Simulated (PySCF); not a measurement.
Frontier orbitals and the lowest excitations

Species: sulfuryl chloride fluoride, ClFO₂S.
Z-matrix (Å and degrees, PBE0-D3(BJ)/def2-SVP geometry), rows numbered from 1:
```
O 
S   1  1.4302
O   2  1.4302  1  124.53
F   2  1.5868  1  107.05  3  -125.57
Cl  2  2.0316  1  108.76  3   130.76
```

Level of theory: TDDFT wB97X-D/def2-SVPD, vertical, gas phase, core orbitals frozen in the response (PySCF).

Frontier orbitals with the atoms that hold most of them (Löwdin shares over 4%, at most four atoms; ? is withheld):

```tsv
orbital	ε (eV)	atoms
LUMO+2	1.68	S2 50%, Cl5 21%, O3 12%, O1 12%
LUMO+1	1.40	S2 39%, F4 18%, O1 16%, O3 16%
LUMO	?	?
HOMO	-12.14	?
HOMO-1	-12.67	Cl5 75%, O1 8%, O3 7%, F4 6%
HOMO-2	-12.81	O3 39%, O1 39%, F4 10%, S2 6%
HOMO-3	-13.51	Cl5 37%, O3 24%, O1 24%, S2 12%
```

Question: Give the leading atoms of the LUMO.

Answer: Cl5 (bonded to S) 46%; S2 (bonded to Cl, F and 2 O) 26%; O3 (bonded to S) 10%; O1 (bonded to S) 10%. By element: chlorine 46%, sulfur 26%, oxygen 20%.

Question: Give the leading atoms of the HOMO.

Answer: Cl5 (bonded to S) 51%; O1 (bonded to S) 24%; O3 (bonded to S) 24%. By element: chlorine 51%, oxygen 47%.

Question: What is the LUMO energy, and the HOMO–LUMO gap?

Answer: ε(LUMO) = -1.06 eV; the gap is 11.08 eV (0.4072 hartree).

Question: The HOMO–LUMO gap is 11.08 eV. Where does the response calculation put the lowest singlet, and from which orbitals?

Answer: S1 is at 5.73 eV (f = 0.0024), 5.35 eV below the gap, made of HOMO→LUMO (97%). 

Question: Give energy, strength and leading configuration of S1, S2, S3 and S6, and follow the Löwdin shares of the leading atoms from the occupied to the empty orbital.

Answer: 
- S1 (5.73 eV, f 0.0024), HOMO→LUMO (97%): Cl5 51% → 46%, O1 24% → 10%, S2 at most 2% → 26%
- S2 (6.12 eV, f 0.0028), HOMO-1→LUMO (95%): Cl5 75% → 46%, O1 8% → 10%, S2 at most 5% → 26%
- S3 (6.52 eV, f 0.0015), HOMO-2→LUMO (98%): O3 39% → 10%, O1 39% → 10%, Cl5 at most 6% → 46%, S2 6% → 26%
- S6 (8.10 eV, f 0.0001), HOMO→LUMO+1 (74%): Cl5 51% → at most 11%, O1 24% → 16%, S2 at most 2% → 39%, F4 at most 2% → 18%

On an Arm Neoverse V1 with one thread, no GPU, shared host with 64 logical CPUs at a one-minute load of 26, this took 52 s of wall time and 0.55 GiB of memory at its peak.
